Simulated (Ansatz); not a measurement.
```xyz
7

Si   -0.1987   -0.6197    0.4671
C     0.3105    0.7712   -0.6916
S    -0.0118    2.3264   -0.4236
H    -0.9225   -0.0575    1.6292
H     1.0242   -1.3468    0.9035
H    -1.0596   -1.5732   -0.2841
H     0.8579    0.4997   -1.6004
```

Charge 0, multiplicity 1.

(1) List the PBE/def2-TZVPP orbital energies in eV (Ansatz 0.2.0). (Estimate.)

Results:

(1) The calculation gave: Occupied: -2395.91, -1779.84, -270.69, -208.84, -155.02, -154.94, -154.69, -137.62, -94.35, -94.34, -94.33, -19.88, -14.96, -13.04, -10.40, -9.12, -9.08, -8.61, -7.90, -5.28. Lowest empty: -3.73, -0.45, 0.21, 0.52, 0.93, 1.32, 2.03, 3.43.
